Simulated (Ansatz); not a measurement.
Coupled-cluster run, C3H8N2 (`CC(N)C=N`).

```yaml
crystal:
  periodic: [false, false, false]
  atoms:
    - {symbol: C, position_ang: [-1.272427, -0.224826, -0.451894]}
    - {symbol: C, position_ang: [-0.001072, -0.365352, 0.364907]}
    - {symbol: N, position_ang: [0.958461, -1.347494, -0.127767]}
    - {symbol: C, position_ang: [0.737280, 0.933514, 0.535289]}
    - {symbol: N, position_ang: [0.278453, 2.034235, 0.120006]}
    - {symbol: H, position_ang: [-1.946108, 0.513817, -0.014809]}
    - {symbol: H, position_ang: [-1.039727, 0.108502, -1.466017]}
    - {symbol: H, position_ang: [-1.789979, -1.185481, -0.509271]}
    - {symbol: H, position_ang: [-0.265346, -0.683904, 1.383996]}
    - {symbol: H, position_ang: [1.172442, -1.161061, -1.101280]}
    - {symbol: H, position_ang: [0.561842, -2.277780, -0.087851]}
    - {symbol: H, position_ang: [1.706853, 0.823713, 1.038328]}
    - {symbol: H, position_ang: [0.919630, 2.797418, 0.331165]}
basis:
  gaussian: {orbitals: def2-SVP}
correlation: {method: ccsd_t}
```

```sh
$ ansatz run in.yaml --threads 4 --pin off --events-out ev --progress --plain --max-ram 10444MiB
```

Output of Ansatz, abridged:

```
Functional definition: HF
1139 factors; integrals over basis functions are off by at most 1.4e-3 eV
mean field evaluation 1: about -6172.3779 eV, gradient 3.8e1 eV
mean field evaluation 2: about -6172.3836 eV, gradient 3.8e1 eV
mean field evaluation 4: about -6176.0498 eV, gradient 4.4e0 eV
mean field evaluation 8: about -6176.1147 eV, gradient 1.7e-1 eV
mean field evaluation 16: about -6176.1021 eV, gradient 1.6e0 eV
mean field -6176.11489734 eV, -226.9680361561 hartree, gradient 2.0e-6 eV, S^2 0.000000; 0 other end points of the search recorded, 0 dependent functions left out
5 core orbitals not correlated: weight in the atoms' cores, before any rotation towards them, 1.000 or more for the frozen orbitals, at most 0.000 for the correlated occupied ones
reference -6176.11489734 eV, -226.9680361561 hartree; 15, 15 occupied and 90, 90 virtual orbitals, 1139 factors
second order -20.51532592 eV of doubles, -0.00000000 eV of singles
cycle   1  -21.29642021 eV  change   -7.8e-1 eV  update   9.4e-2
cycle   2  -21.84271077 eV  change   -5.5e-1 eV  update   2.9e-2
cycle   3  -21.95801266 eV  change   -1.2e-1 eV  update   1.3e-2
cycle   4  -21.95608982 eV  change    1.9e-3 eV  update   3.3e-3
cycle   5  -21.95747442 eV  change   -1.4e-3 eV  update   1.2e-3
cycle   6  -21.95752393 eV  change   -5.0e-5 eV  update   3.5e-4
cycle   7  -21.95734153 eV  change    1.8e-4 eV  update   1.3e-4
cycle   8  -21.95732752 eV  change    1.4e-5 eV  update   4.5e-5
cycle   9  -21.95732300 eV  change    4.5e-6 eV  update   1.6e-5
perturbative correction -0.69566395 eV, -0.0255651785 hartree
Total energy: -6198.76788428 eV, -227.8005180717 hartree
```

It took 5.5 s on 4 threads of an Arm Neoverse V2 on a shared host, with 0.6 GiB of host memory at the peak.

The correlation energy is -22.653 eV, 3.1 % of it from (T); the T1 diagnostic reads 0.0101.
